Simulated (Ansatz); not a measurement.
**LiMgH (singlet): wave-function methods side by side at a displaced geometry (v2), cc-pVTZ**

How much of the correlation energy of LiMgH (singlet) does each wave-function method recover here?

Program: Ansatz 0.2.0, Gaussian basis. Level of theory: cc-pVTZ, core rule «outside noble gas», up to 6 orbitals frozen. These are calculated values, not measurements.

To be run: UHF; CCSD(T) on RHF; CCSD(T) on UHF; BCCD(T) on RHF; CCSDT(Q) on RHF; CCSDT(Q) on UHF; Full CI.

29 further runs of the same task are left out: 12 for a known fault of the program, 8 that didn't finish, 9 set aside as unsound or not needed. Runs told in other sessions of the task aren't counted.

## Step 1: The geometry

The geometry is a PBE0/def2-TZVP stationary point (not a proven minimum) with its atoms shifted at random (size 0.100 Å).

3 atoms, charge 0, spin multiplicity 1.

Atoms are counted from 1 here; the program's logs count them from 0.

Bond lengths: Mg2–H3 1.756 Å.

## Step 2: UHF

in.yaml

```yaml
crystal:
  periodic: [false, false, false]
  atoms:
    - {symbol: Li, position_ang: [0.084376, 0.005225, 2.437031]}
    - {symbol: Mg, position_ang: [-0.080498, 0.013599, -0.341275]}
    - {symbol: H, position_ang: [-0.003878, -0.018825, -2.095756]}
basis:
  gaussian: {orbitals: cc-pVTZ}
magnetization: {spin_polarized: true, initial_magnetization: 0}
hamiltonian: {xc: hf}
output: {orbitals: {seedname: orbitals}}
```

Command:

```
ansatz run in.yaml --threads 1 --pin off --events-out ev --progress --plain --max-ram 2393MiB
```

The runs that follow: CCSD(T) on RHF; CCSD(T) on UHF; BCCD(T) on RHF; CCSDT(Q) on RHF; CCSDT(Q) on UHF; Full CI.

Q: Predict the results of all the runs planned. Wanted: FCI from the RHF energy; RMP2 from FCI; RCCSD from FCI; RCCSD(T) from FCI; RCCSDT(Q) from FCI; T1 diagnostic; effectively unpaired electrons.

The runs gave:

| quantity | value |
| --- | --- |
| FCI from the RHF energy | -1.9869 eV |
| RMP2 from FCI | +529.3 meV |
| RCCSD from FCI | +34.3 meV |
| RCCSD(T) from FCI | +8.8 meV |
| RCCSDT(Q) from FCI | +0.2 meV |
| levels within 1 kcal/mol (43 meV) | RCCSD, RCCSD(T), BCCD(T), RCCSDT, RCCSDT(Q) |
| T1 diagnostic | 0.012 |
| effectively unpaired electrons | 0.11 |

**Reading.** RCCSD(T) misses by +8.8 meV, 0.4 % of the correlation energy. One determinant dominates. These misses are within one basis, not against nature.
